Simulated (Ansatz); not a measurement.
Born–Oppenheimer molecular dynamics of C$_{4}$H$_{9}$NO (15 atoms, charge 0, multiplicity 1). It goes on from the last frame of an earlier run, with new velocities.

The calculation used Ansatz 0.2.0, UKS r2SCAN/6-31G.

* ensemble: NVE (velocity Verlet)
* time step: 0.25 fs
* steps asked: 115
* starting velocities drawn for: 3000 K
* seed: 910622

First frame:

```xyz
15
Properties=species:S:1:pos:R:3
C -1.305 0.090 1.474
N -1.213 -0.723 0.478
C 0.065 -0.631 -0.331
C 1.046 -1.643 0.216
O 0.700 0.683 -0.205
C 0.106 1.713 -1.046
H -2.230 0.114 2.031
H -0.569 0.853 1.687
H -0.180 -0.824 -1.379
H 1.345 -1.291 1.220
H 0.622 -2.660 0.247
H 1.977 -1.628 -0.375
H 0.536 2.670 -0.758
H -0.943 1.756 -0.873
H 0.403 1.513 -2.086
```

**Question.** What does the run give?

**Answer.** The run went to its last step.

```
steps done                                               : 115
time covered                                             : 28.75 fs
mean temperature over the second half                    : 1639 K
spread of the potential energy over the second half      : 15.3 meV per atom
mean potential energy of the second half above the start : 152.8 meV per atom
```

The conserved energy stayed within 0.44 meV per atom of its start (net change 0.31 meV per atom), so the integration is sound. A run of 0.029 ps of so small a system gives no equilibrium averages. Limits of this set-up: no polarisation functions.

**Question.** What happens to the structure?

**Answer.** The same pairs are bonded in the first frame and the last. Pairs count as bonded within 1.25 times the sum of covalent radii (0.12 Å more for H–H). Another seed would give other details.

**Question.** How do temperature and energy run in time?

**Answer.** 
```json
{"time (fs)": "0.0", "T (K)": "3000", "potential energy less start (eV)": "0.000", "conserved less start (meV/atom)": "0.00"}
{"time (fs)": "2.2", "T (K)": "2125", "potential energy less start (eV)": "1.477", "conserved less start (meV/atom)": "0.42"}
{"time (fs)": "4.5", "T (K)": "1697", "potential energy less start (eV)": "2.195", "conserved less start (meV/atom)": "0.35"}
{"time (fs)": "6.8", "T (K)": "1790", "potential energy less start (eV)": "2.036", "conserved less start (meV/atom)": "0.25"}
{"time (fs)": "9.0", "T (K)": "1619", "potential energy less start (eV)": "2.327", "conserved less start (meV/atom)": "0.42"}
{"time (fs)": "11.2", "T (K)": "2242", "potential energy less start (eV)": "1.276", "conserved less start (meV/atom)": "0.09"}
{"time (fs)": "13.5", "T (K)": "1816", "potential energy less start (eV)": "1.996", "conserved less start (meV/atom)": "0.37"}
{"time (fs)": "15.8", "T (K)": "1562", "potential energy less start (eV)": "2.422", "conserved less start (meV/atom)": "0.35"}
{"time (fs)": "18.0", "T (K)": "1580", "potential energy less start (eV)": "2.390", "conserved less start (meV/atom)": "0.28"}
{"time (fs)": "20.2", "T (K)": "1663", "potential energy less start (eV)": "2.252", "conserved less start (meV/atom)": "0.37"}
{"time (fs)": "22.5", "T (K)": "1945", "potential energy less start (eV)": "1.775", "conserved less start (meV/atom)": "0.19"}
{"time (fs)": "24.8", "T (K)": "1582", "potential energy less start (eV)": "2.388", "conserved less start (meV/atom)": "0.34"}
{"time (fs)": "27.0", "T (K)": "1529", "potential energy less start (eV)": "2.477", "conserved less start (meV/atom)": "0.33"}
```

Time of the run: 23 min on 2 CPU threads of a shared host.
